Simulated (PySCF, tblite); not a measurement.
Breaking a bond: CS, singlet.

- GFN2-xTB, 300 K electronic temperature (tblite)
- UCCSD(T) = CCSD(T) on UHF/6-31G, 6 core orbitals frozen in PySCF

Energies relative to the lowest point of each curve near equilibrium, in mEh; the last columns give the difference from UCCSD(T):

| R / Å | GFN2-xTB | UCCSD(T) | GFN2-xTB − UCCSD(T) |
|---|---|---|---|
| 1.23 | 193.3 | 242.4 | -49.1 |
| 1.29 | 104.5 | 152.3 | -47.8 |
| 1.39 | 26.3 | 60.0 | -33.7 |
| 1.45 | 6.7 | 29.1 | -22.4 |
| 1.50 | 0.5 | 13.1 | -12.7 |
| 1.53 | 0.0 | 7.0 | -7.0 |
| 1.57 | 2.3 | 2.0 | 0.4 |
| 1.63 | 10.6 | 0.0 | 10.6 |
| 1.70 | 25.0 | 4.6 | 20.4 |
| 1.77 | 42.5 | 15.0 | 27.6 |
| 1.90 | 78.6 | 37.2 | 41.3 |
| 2.06 | 123.2 | 67.4 | 55.8 |
| 2.31 | 185.1 | 112.4 | 72.8 |
| 2.51 | 225.1 | 144.7 | 80.4 |
| 2.73 | 259.1 | 167.5 | 91.6 |
| 3.03 | 290.3 | 188.2 | 102.1 |
| 3.38 | — | 193.8 | — |
| 3.79 | — | 195.6 | — |

GFN2-xTB is furthest from UCCSD(T) at 3.03 (102.1 mEh, above); its mean absolute difference over the points is 42.2 mEh.

Dashes: no converged value, or the column stops at the first point that the program doubted or that broke a chosen test of continuity, which isn't proof of a fault.

The unrestricted solution behind UCCSD(T) changes between 2.06 and 2.31 Å, which can leave a kink. The unrestricted determinant behind UCCSD(T) is spin-contaminated at 1.70 to 6.12 Å (<S²> up to 2.0, against 0.00 for a pure singlet).
